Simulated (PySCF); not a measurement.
# Working out the ionisation energy of B

B [He] 2s2 2p1 (2P) → B⁺ [He] 2s2 (1S). Computed with PySCF 2.14 in def2-TZVP, with no relativity, point nucleus. Frozen: 1s2. Energies in hartree (1 hartree = 27.21139 eV):

```csv
part,B (lower),B⁺ (upper)
UHF,-24.532333,-24.236832
CCSD correlation,-0.064260,-0.059459
(T),-0.001314,0.000000
```

Task: What does Hartree-Fock give?

Result: (-24.236832) − (-24.532333) = 0.295501 hartree = 8.041 eV.

Task: What do CCSD and CCSD(T) give?

Result: The CCSD correlation energies differ by 0.004801 hartree = 0.131 eV and the triples by 0.001314 hartree = 0.036 eV, so CCSD gives 8.172 eV and CCSD(T) 8.208 eV.

Measured between the centres of the two terms (NIST): 8.297 eV, so CCSD(T) (valence) is off by -0.089 eV.

The coupled-cluster amplitudes are large, so a single reference is strained.

What remains against the reference includes basis incompleteness, the frozen core and higher excitations.
